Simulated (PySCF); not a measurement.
dichloromethane (CH2Cl2), SMILES C(Cl)Cl.

Coordinates come from a PBE0-D3(BJ)/def2-TZVP optimisation.

Computed with HF/def2-TZVPD run with PySCF.

```json
{
  "total_energy": "-958.06366 hartree",
  "point_group": "C2v",
  "highest_occupied_level": "-12.12 eV",
  "lowest_empty_level": "1.75 eV",
  "orbital_gap": "13.87 eV",
  "dipole_moment": "1.79 D",
  "quadrupole, principal values (traceless, Buckingham form, about the centre of nuclear charge)": "-3.67, 0.59, 3.07 D·Å",
  "mean_static_polarisability": "41.1 bohr³ (6.08 Å³)",
  "polarisability_principal_values": "33.8, 37.7, 51.8 bohr³"
}
```
